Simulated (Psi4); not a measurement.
**NH3S (Thiohydroxylamine): a first try and a second**

Wanted: a geometry optimisation of NH3S (Thiohydroxylamine), UMP2/6-311+G** (density fitting, density fitting for correlation).

Program for the calculation: Psi4 1.11.

## (1) The structure to begin with

NH3S has 5 atoms, charge 0, and is taken as a singlet. As SMILES, `NS`. Geometry: relaxed at GFN2-xTB. This is one conformer, not always the lowest. The run starts from this shape.

Bond lengths: N1–S2 1.719 Å, N1–H3 1.015 Å, N1–H4 1.015 Å, S2–H5 1.338 Å. Angles: N1–S2–H5 95.5°, S2–N1–H3 109.8°, S2–N1–H4 109.7°, H3–N1–H4 108.9°.

## (2) The input as first written

input.inp reads:

```
memory 1600 mb

molecule {
  0 1
  N
  S 1 1.719118
  H 1 1.014657 2 109.75333
  H 1 1.014957 3 108.9162 2 -120.17113
  H 2 1.338399 1 95.53079 3 120.04319
  no_reorient
  no_com
}

set reference uhf
set freeze_core true
set mp2_type df
set scf_type df
set geom_maxiter 50
set g_convergence cfour
set maxiter 6

optimize("mp2/6-311+G**")
```

Run with:

```
$ psi4 input.inp input.out -n 1
```

input.out:

```text
Psi4 1.11 release

gradient() will perform analytic gradient computation.
    For method 'MP2', SCF Algorithm Type (re)set to DISK_DF.

   => Loading Basis Set <=

    Name: 6-311+G**
    Role: ORBITAL
    Keyword: BASIS

         ---------------------------------------------------------
                                   SCF
                              UHF Reference
                        1 Threads,   1525 MiB Core
         ---------------------------------------------------------

  ==> Geometry <==

    Molecular point group: c1
    Full point group: C1

    Geometry (in Angstrom), charge = 0, multiplicity = 1:

       Center              X                  Y                   Z               Mass
    ------------   -----------------  -----------------  -----------------  -----------------
         N            0.006646040628     0.003800305065    -1.145646392804    14.003074004430
         S            0.006646040628     0.003800305065     0.573471607196    31.972071174400
         H            0.006646040628     0.958751208169    -1.488571457957     1.007825032230
         H            0.836716662974    -0.468960972907    -1.488600103699     1.007825032230
         H           -1.146542990809    -0.663153241231     0.702467374795     1.007825032230

  Running in c1 symmetry.

  Rotational constants: A =      4.89234  B =      0.47606  C =      0.46687 [cm^-1]
  Rotational constants: A = 146668.68764  B =  14271.97872  C =  13996.47066 [MHz]
  Nuclear repulsion =   57.857560553566188

  Charge       = 0
  Multiplicity = 1
  Electrons    = 26
  Nalpha       = 13
  Nbeta        = 13

  ==> Algorithm <==

  SCF Algorithm Type is DISK_DF.
  DIIS enabled.
  MOM disabled.
  Fractional occupation disabled.
  Guess Type is SAD.
  Energy threshold   = 1.00e-10
  Density threshold  = 1.00e-10
  Integral threshold = 1.00e-12

  ==> Primary Basis <==

  Basis Set: 6-311+G**
    Blend: 6-311+G**
    Number of shells: 36
    Number of basis functions: 70
    Number of Cartesian functions: 72
    Spherical Harmonics?: true
    Max angular momentum: 2

   => Loading Basis Set <=

    Name: (6-311+G** AUX)
    Role: JKFIT
    Keyword: DF_BASIS_SCF

  ==> Integral Setup <==

  ==> DiskDFJK: Density-Fitted J/K Matrices <==

    J tasked:                  Yes
    K tasked:                  Yes
    wK tasked:                  No
    Integrals threads:           1
    Memory [MiB]:             1144
    Algorithm:                Core
    Integral Cache:           SAVE
    Schwarz Cutoff:          1E-12
    Fitting Condition:       1E-10

   => Auxiliary Basis Set <=

  Basis Set: (6-311+G** AUX)
    Blend: HEAVY-AUG-CC-PVTZ-JKFIT
    Number of shells: 102
    Number of basis functions: 340
    Number of Cartesian functions: 416
    Spherical Harmonics?: true
    Max angular momentum: 4

  Minimum eigenvalue in the overlap matrix is 2.0867348536E-03.
  Reciprocal condition number of the overlap matrix is 3.1434711736E-04.
    Using symmetric orthogonalization.

  ==> Pre-Iterations <==

  SCF Guess: Superposition of Atomic Densities via on-the-fly atomic UHF (no occupation information).

   -------------------------
    Irrep   Nso     Nmo
   -------------------------
     A         70      70
   -------------------------
    Total      70      70
   -------------------------

  ==> Iterations <==

                           Total Energy        Delta E     RMS |[F,P]|

   @DF-UHF iter SAD:  -453.30166398288918   -4.53302e+02   0.00000e+00
   @DF-UHF iter   1:  -453.65609431437952   -3.54430e-01   5.64659e-03 DIIS/ADIIS
   @DF-UHF iter   2:  -453.71059072247630   -5.44964e-02   2.73746e-03 DIIS/ADIIS
   @DF-UHF iter   3:  -453.72504593540430   -1.44552e-02   5.88023e-04 DIIS/ADIIS
   @DF-UHF iter   4:  -453.72610364770003   -1.05771e-03   1.53903e-04 DIIS/ADIIS
   @DF-UHF iter   5:  -453.72620171649726   -9.80688e-05   2.73141e-05 DIIS
   @DF-UHF iter   6:  -453.72620606410948   -4.34761e-06   8.41957e-06 DIIS

PsiException: Could not converge SCF iterations in 6 iterations.

  Failed to converge.

psi4.driver.p4util.exceptions.SCFConvergenceError: Could not converge SCF iterations in 6 iterations.

Printing out the relevant lines from the Psithon --> Python processed input file:
    core.set_global_option("MP2_TYPE", "df")
    core.set_global_option("SCF_TYPE", "df")
    core.set_global_option("GEOM_MAXITER", 50)
    core.set_global_option("G_CONVERGENCE", "cfour")
    core.set_global_option("MAXITER", 6)
--> optimize("mp2/6-311+G**")

!-----------------------------------------------------!
!                                                     !
!  Could not converge SCF iterations in 6 iterations. !
!                                                     !
!-----------------------------------------------------!

    Psi4 run time: 0:00:00.84
```

It took 1.6 s on 1 thread of INTEL XEON PLATINUM 8581C at 2.30GHz (Emerald Rapids), shared host; peak memory 0.22 GiB.

## (3) What went wrong

The iterations ended before the threshold was met.

The telling line is `Could not converge SCF iterations in 6 iterations.`. The fault: the iteration cap is too low for convergence. To mend it: iteration cap at its default in place of 6.

## (4) Second attempt

calc.in reads:

```
memory 1600 mb

molecule m {
  0 1
  N
  S 1 1.719118
  H 1 1.014657 2 109.75333
  H 1 1.014957 3 108.9162 2 -120.17113
  H 2 1.338399 1 95.53079 3 120.04319
  no_reorient
  no_com
}

set {
  reference     uhf
  freeze_core   true
  mp2_type      df
  scf_type      df
  geom_maxiter  50
  g_convergence cfour
}

e, wfn = opt("mp2/6-311+G**", return_wfn=True)
```

Run with:

```
$ psi4 -i calc.in -o calc.out -n 1
```

calc.out (excerpt; [...] marks lines left out):

```text
[...]
  Running in c1 symmetry.
[...]
  Nuclear repulsion =   57.857560553566188
[...]
  Multiplicity = 1
[...]
  Nalpha       = 13
  Nbeta        = 13
[...]
    Number of basis functions: 70
[...]
   @DF-UHF iter   1:  -453.65609431437952   -3.54430e-01   5.64659e-03 ADIIS/DIIS
[...]
	DF-SCS-MP2 Total Energy (a.u.)     :  -454.04948355901263
	DF-SOS-MP2 Total Energy (a.u.)     :  -454.04851316755651
[...]
   @DF-UHF iter  11:  -453.72652456485321    5.68434e-14   3.76405e-11 DIIS
[...]
   @S^2 Observed:               -5.684341886E-14
[...]
  @DF-UHF Final Energy:  -453.72652456485321
   => Energetics <=
    Nuclear Repulsion Energy =             57.7052445709335942
    One-Electron Energy =                -740.3712446937705636
    Two-Electron Energy =                 228.9394755579837692
    Total Energy =                       -453.7265245648532073
  UHF NO Occupations:
  HONO-2 :   11  A 2.0000000
  HONO-1 :   12  A 2.0000000
[...]
 Multipole Moments:
 ------------------------------------------------------------------------------------
     Multipole            Electronic (a.u.)      Nuclear  (a.u.)        Total (a.u.)
 ------------------------------------------------------------------------------------
 L = 1.  Multiply by 2.5417464519 to convert [e a0] to [Debye]
 Dipole X            :          0.4782561           -0.3071984            0.1710578
 Dipole Y            :          0.2686779           -0.1725300            0.0961479
 Dipole Z            :          1.8211511           -2.1338570           -0.3127059
 Magnitude           :                                                    0.3691749
[...]
	Warning: cc_lambda option is changed to TRUE
	For this residual convergence, default PCG convergence is:     1.00e-07
[...]
	DF-SCS-MP2 Total Energy (a.u.)     :  -454.04964505581597
	DF-SOS-MP2 Total Energy (a.u.)     :  -454.04867811166656
	DF-SCS(N)-MP2 Total Energy (a.u.)  :  -453.86247393205247
[...]
	DF-MP2 Total Energy (a.u.)         :  -454.05157894411479
[...]
    Final optimized geometry and variables:
    Molecular point group: c1
    Full point group: C1
    Geometry (in Angstrom), charge = 0, multiplicity = 1:
    N
    S             1    1.724824
    H             1    1.012122      2  110.892571
    H             1    1.012120      3  109.069993      2 -122.401382
    H             2    1.335486      1   96.386742      3  119.328850
    Psi4 run time: 0:00:06.87
[...]
```

Standard output:

```text
Optimizer: Optimization complete!
```

Wall time 7.8 s (1 thread of INTEL XEON PLATINUM 8581C at 2.30GHz (Emerald Rapids), shared host); peak memory 0.67 GiB.

Steps, from the record of the run:

```
step  energy from the first frame kept (eV)  largest force (eV/Å)
   0                                 0.0000                0.3173
   1                                -0.0029                0.1319
   2                                -0.0042                0.0379
   3                                -0.0042                0.0138
```

After the run. Bond lengths: N1–S2 1.725 Å, N1–H3 1.012 Å, N1–H4 1.012 Å, S2–H5 1.335 Å. Angles: N1–S2–H5 96.4°, S2–N1–H3 110.9°, S2–N1–H4 110.9°, H3–N1–H4 109.1°.

## (5) Outcome

Level: UMP2/6-311+G** (density fitting, density fitting for correlation).

```
                                   quantity          value
                    total energy at the end  -454.05158 Eh
        HOMO energy (Hartree–Fock orbitals)      -10.10 eV
        LUMO energy (Hartree–Fock orbitals)        1.82 eV
      HOMO–LUMO gap (Hartree–Fock orbitals)       11.92 eV
correlation energy (6 core orbitals frozen)     -325.1 mEh
```

The optimisation took 4 steps and changed the energy by -0.004 eV.
